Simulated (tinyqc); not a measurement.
Inside a calculation. Method: Pariser-Parr-Pople SCF with singles CI, for the molecule C=C1C=CC=C1 (SMILES; centres numbered as the heavy atoms are written). Computed by tinyqc, a small Python program that keeps every step. Settings: charge = 0, gamma = Ohno, start = core, damping = 0.3, iteration cap = 79, excitations kept = 9. Command: `OMP_NUM_THREADS=1 python tinyqc.py 23015 23016 out.jsonl` (the two numbers bound the seeds that draw the settings). One thread of a shared host (Intel(R) Xeon(R) Processor @ 2.60GHz), about 0.01 s of CPU time with the checks.

Centres (angstrom, eV; a flat drawing with bonds scaled to 1.40 angstrom):
```
centre          x          y  core charge z          W   gamma_rr
1C       2.159000   0.000000              1  12.500000  11.630000
2C       0.759000   0.000000              1  12.500000  11.630000
3C      -0.064000   1.133000              1  12.500000  11.630000
4C      -1.395000   0.700000              1  12.500000  11.630000
5C      -1.395000  -0.700000              1  12.500000  11.630000
6C      -0.064000  -1.133000              1  12.500000  11.630000
```

Resonance integrals (eV):
```
i  j       beta
1  2  -2.390000
2  3  -2.390000
3  4  -2.390000
4  5  -2.390000
5  6  -2.390000
6  2  -2.390000
```

Stop when output and input P, before any damping, agree to 1e-7.

Course of the cycle:
```
iteration        E (eV)  largest |P(out) - P(in)|
1          -82.92105246                  3.96e-01
2          -84.56797054                  2.99e-01
3          -85.49394694                  1.81e-01
4          -85.89622844                  1.01e-01
5          -86.05163253                  5.41e-02
6          -86.10852307                  2.88e-02
7          -86.12891031                  1.54e-02
8          -86.13620524                  8.28e-03
9          -86.13884897                  4.52e-03
10         -86.13983005                  2.62e-03
11         -86.14020579                  1.79e-03
...                 ...                       ...
28         -86.14046314                  3.03e-06
29         -86.14046314                  2.08e-06
30         -86.14046314                  1.43e-06
31         -86.14046314                  9.84e-07
32         -86.14046314                  6.76e-07
33         -86.14046314                  4.65e-07
34         -86.14046314                  3.19e-07
35         -86.14046314                  2.20e-07
36         -86.14046314                  1.51e-07
37         -86.14046314                  1.04e-07
38         -86.14046314                  7.13e-08
```

Can the last value be used, and what does the course show?

Yes. Converged in 38 iterations.
